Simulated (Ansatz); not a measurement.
For 4H SiC, LDA (PAW; Ansatz, an electronic-structure program) gives:

* **lattice parameter a**: 3.058 Å
* **lattice parameter c**: 10.012 Å
* **bulk modulus**: 230 GPa
* **cohesive energy**: 7.40 eV/atom
* **formation enthalpy**: -0.286 eV/atom

Task: What does r²SCAN-D4 in Ansatz (PAW) give for the same quantities?

Result: 
- lattice constant a: 3.071 Å (rises by 0.4 %)
- lattice parameter c: 10.054 Å (increases by 0.4 %)
- bulk modulus: 230 GPa (hardly moves)
- cohesive energy: 6.56 eV/atom (decreases by 0.84 eV/atom)
- formation enthalpy: -0.326 eV/atom (moves by -0.040 eV/atom)

Changes are worked out from the printed values.

Unless a cell is named, each level is at its own relaxed cell (LDA 10.14, r²SCAN-D4 10.26 Å³/atom).

Ansatz's density-functional and Hartree–Fock values are scalar-relativistic unless marked +SOC, with PAW data made under PBE.
